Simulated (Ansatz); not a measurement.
C3H4ClF (`C/C(Cl)=C\F`), relaxed with RKS PBE0-D4/def2-TZVP in Ansatz 0.2.0 from a GFN2-xTB geometry. The force threshold is 0.005 eV/Å; the program also tests the step.

Total charge 0; spin multiplicity 1.

Start:

```xyz
9

C    -0.405   -1.070   -0.153
C     0.128    0.302   -0.372
Cl    0.354    0.772   -2.020
C     0.435    1.181    0.571
F     0.284    0.883    1.874
H    -1.397   -1.162   -0.593
H    -0.463   -1.277    0.912
H     0.243   -1.805   -0.631
H     0.820    2.176    0.414
```

How much energy does the relaxation release, and in how many steps? (Estimate.)

Computed: 0.41 kJ/mol, in 8 steps.

Which bonds change most? (An estimate is asked.)

Ansatz gave: C4–F5 from 1.345 to 1.338 Å; C1–C2 from 1.488 to 1.483 Å; C1–H6 from 1.089 to 1.093 Å; C1–H8 from 1.089 to 1.093 Å.

Give the relaxed structure. (An estimate is asked.)

The calculation gave: 
```xyz
9

C    -0.405   -1.066   -0.152
C     0.122    0.303   -0.368
Cl    0.335    0.795   -2.013
C     0.441    1.177    0.574
F     0.305    0.874    1.869
H    -1.386   -1.178   -0.622
H    -0.498   -1.271    0.914
H     0.262   -1.808   -0.600
H     0.825    2.173    0.399
```
